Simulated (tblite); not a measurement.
C3H8NO (doublet state).
Geometry (GFN2-xTB, Å), atoms numbered from 1 in this order:
```xyz
13
C3H8NO angstrom
C     -2.039    0.399    0.605
C     -0.851   -0.514    0.342
O      0.295    0.282    0.148
C      1.476   -0.427   -0.007
N      2.560    0.316   -0.462
H     -2.938   -0.196    0.745
H     -1.863    0.994    1.497
H     -2.182    1.071   -0.237
H     -1.033   -1.130   -0.551
H     -0.691   -1.192    1.194
H      1.667   -1.230    0.693
H      3.339    0.409    0.184
H      2.256    1.219   -0.804
```

Computed values, GFN2-xTB/tblite, gas phase, harmonic and unscaled. The method is semi-empirical: single wavenumbers can be off by several per cent or more. One conformer, not necessarily the lowest. Open shells enter through the occupations alone, without spin polarisation, and single modes of such species can be off by tens of per cent.

Harmonic wavenumbers (cm⁻¹): 70.1, 83.1, 186.0, 208.0, 267.6, 414.2, 446.2, 624.7, 826.3, 833.9, 911.1, 1029.1, 1092.3, 1133.9, 1147.6, 1178.9, 1227.8, 1249.8, 1322.6, 1348.7, 1401.7, 1477.4, 1485.2, 1488.5, 1494.8, 2845.3, 2879.4, 3007.7, 3046.8, 3047.3, 3051.2, 3282.8, 3438.8.

A = 22092, B = 2274, C = 2142 MHz; mass 74.061 u (most abundant isotopes); point group C1, symmetry number 1; spin multiplicity 2.

Q: Zero-point energy?

A: ½Σν̃ = 23774 cm⁻¹ = 67.97 kcal/mol.

Q: Entropy at 298.15 K, 1 bar (ideal gas, RRHO, classical rotation)?

A: Translation 38.85, rotation 25.50, vibration 17.02, spin (R ln 2) 1.38: S = 82.8 cal/(mol K).

Q: And Cp and H(298.15 K) − H(0)?

A: Cp = 25.17 cal/(mol K), of which vibrations give 17.22 (their classical limit is 33 R = 65.6); H(298.15 K) − H(0) = 5.04 kcal/mol without the zero-point energy, 2.67 from vibrations.

Q: Blend soft modes into free rotors: weight 1/[1 + (100 cm⁻¹/ν̃)⁴] for the oscillator and the rest for a rotor with moment μB/(μ + B), μ = h/(8π²ν), B = 10⁻⁴⁴ kg m². What vibrational entropy results?

A: 15.75 cal/(mol K) in place of 17.02, which changes −T·S at 298.15 K by +0.38 kcal/mol.

Q: Which modes carry the vibrational entropy at 298.15 K?

A: 70.1 cm⁻¹: 4.15; 83.1 cm⁻¹: 3.82; 186.0 cm⁻¹: 2.27; 208.0 cm⁻¹: 2.06; 267.6 cm⁻¹: 1.61; 414.2 cm⁻¹: 0.91 cal/(mol K); the other 27 give 2.20 together.

Hindered rotation and anharmonicity are outside this model. Other conformers, if any are populated, would add a mixing term that is left out. The structure is chiral; the term R ln 2 for an equal mix with its mirror image is left out.
